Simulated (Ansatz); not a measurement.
Two isomers of C4H10O2: A = `COCCOC`, B = `COC(C)OC`.

Computed with Ansatz on PBE0-D4/def2-TZVP structures; ΔE is electronic, products minus reactants. CCSD(T)/CBS adds triple-zeta CCSD(T) − MP2 to the extrapolated MP2 energy (def2 sets, frozen cores). DFT in def2-TZVPP. B3LYP here is the variant with VWN-RPA as its local correlation; programs differ in this. One conformer a species, not always the lowest.

A:

```xyz
16

C    -0.666    2.159   -0.162
O    -1.606    1.120   -0.045
C    -1.266   -0.056   -0.729
C    -0.330   -0.971    0.024
O     0.977   -0.455    0.012
C     1.873   -1.259    0.727
H     0.281    1.918    0.330
H    -0.460    2.388   -1.217
H    -1.106    3.040    0.308
H    -2.203   -0.597   -0.893
H    -0.832    0.176   -1.713
H    -0.348   -1.967   -0.449
H    -0.689   -1.086    1.058
H     1.930   -2.272    0.303
H     1.586   -1.343    1.784
H     2.858   -0.794    0.664
```

B:

Z-matrix (Å, degrees):
```
C
O 1 1.408
H 1 1.099 2 111.0
H 1 1.093 2 111.6 3 121.7
H 1 1.090 2 107.0 3 -118.7
C 2 1.383 1 113.8 3 -56.7
O 6 1.411 2 108.5 1 -65.3
C 6 1.508 2 107.8 1 173.3
H 6 1.108 2 109.8 1 52.3
C 7 1.400 6 114.2 2 156.3
H 8 1.091 6 109.1 2 58.3
H 8 1.091 6 110.7 2 178.3
H 8 1.091 6 110.3 2 -61.6
H 10 1.099 7 111.5 6 -55.4
H 10 1.098 7 112.4 6 66.5
H 10 1.090 7 107.3 6 -174.5
```

(1) Which isomer does CCSD(T)/CBS put lower? Give the gap. (Best estimate.)

(2) Give E(B) − E(A) in kJ/mol with BLYP-D4, CCSD(T)/def2-SVP, HF/def2-TZVPP, B3LYP, LDA (SPW92), CCSD/def2-TZVPP, B3LYP-D4. (An estimate is asked.)

(3) Does the order hold for the free energy at 298.15 K (harmonic terms from PBE0-D4)? (Best estimate.)

Largest T1 diagnostic: 0.011.

## Answers

(1) Ansatz gave: B, by 41.3 kJ/mol.

(2) Computed: BLYP-D4 -36.9, CCSD(T)/def2-SVP -41.7, HF/def2-TZVPP -37.0, B3LYP -36.4, LDA (SPW92) -44.6, CCSD/def2-TZVPP -39.9, B3LYP-D4 -37.9. None reverses the order clearly.

(3) Ansatz gave: Yes: G(B) − G(A) = -41.7 kJ/mol, for one conformer each.

In def2-TZVPP, CCSD(T) changes the Hartree–Fock value by −4.1 kJ/mol (the triples alone add −1.3 kJ/mol) and MP2 by −5.6 kJ/mol. Leaving LDA and LC-ωPBE aside and taking each functional with its dispersion term where it has one, the values, not all of them listed here, spread over 6.8 kJ/mol, from r2SCAN-D4 to BLYP-D4. LDA lies −6.5 kJ/mol from PBE without D4.
